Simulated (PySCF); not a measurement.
Structure problem from calculated spectra and properties.

Formula: C6H6N2.

* 13C NMR: chemical shifts (computed TMS as zero) by class: 135.7 (2 C), 125.5 (2 C), 97.0 (2 C) ppm [GIAO PBE0/pcSseg-2]
* Rotational structure: rotational constants A, B, C: 5.301, 2.200, 1.555 GHz [PBE0-D3(BJ)/def2-TZVP]
* 1H NMR: chemical shifts (computed TMS as zero) by class: 7.32 (2 H), 6.87 (2 H), 6.24 (2 H) ppm [GIAO PBE0/pcSseg-2]
* NMR, other nuclei: isotropic shieldings of nuclei other than C and H, by class: 126 (2 N) ppm [GIAO PBE0/pcSseg-2]
* Dipole: 0.05 D [PBE0/pcSseg-2]

Electronic properties: PySCF, gas phase, density fitting. Levels stand in brackets. Isolated species at its PBE0-D3(BJ)/def2-TZVP geometry, gas phase. Each NMR value is the plain mean over a class of atoms that symmetry, rotation or inversion makes alike.

Question: Give a SMILES that accounts for the data.

Answer: Numbering: `[cH:1]1[cH:2][c:3]2[nH:4][cH:5][cH:6][c:7]2[nH:8]1`. Its formula, C6H6N2, gives 5 degrees of unsaturation: 2 rings and 3 π bonds in the structure found (Kekulé form). 6 carbons fall into 3 classes; from least to most shielded: ring-fusion aromatic carbon [C3/C7] (135.7 ppm, 2 C), aromatic CH next to a ring nitrogen [C1/C5] (125.5 ppm, 2 C), aromatic CH carbon [C2/C6] (97.0 ppm, 2 C). Hydrogen classes from least to most shielded: 2 H on 2 pyrrole-type nitrogens, N4/N8 (7.32 ppm), 2 H on 2 like atoms (aromatic CH next to a ring nitrogen), C1/C5 (6.87 ppm), 2 H on 2 aromatic CH carbons, C2/C6 (6.24 ppm). The other shieldings belong to: 126 ppm, pyrrole-type nitrogen [N4/N8]. By its constants the optimised geometry is an asymmetric top. Structure: `c1cc2[nH]ccc2[nH]1`. The assignments are read from this structure; whether some other isomer fits the data as well wasn't checked.
